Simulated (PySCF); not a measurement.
System: C2H3O, net charge -1, singlet state. It need not be the lowest isomer of its formula. Whether it binds its extra electron was not tested at this geometry. SMILES: C[C-]=O
Geometry: optimised at B3LYP-D3(BJ)/def2-TZVP (Ansatz).

Dispersion corrections to the total energy (kcal/mol) from the dftd3 and dftd4 libraries through PySCF: D3(BJ) without and D4 with the three-body term, each with the damping fitted for the functional named.

```tsv
functional	D3(BJ)	D4
TPSS	-2.01	(withheld)
B2PLYP	-1.21	-1.35
BP86	-2.38	-2.45
BHLYP	(withheld)	-2.05
PBE0	-1.34	-1.60
revPBE	-4.50	-7.58
LC-wPBE	-1.41	(withheld)
```

### Question
Fill in the missing entries.

### Answer

- TPSS, D4: -2.65
- BHLYP, D3(BJ): -2.09
- LC-wPBE, D4: -2.14
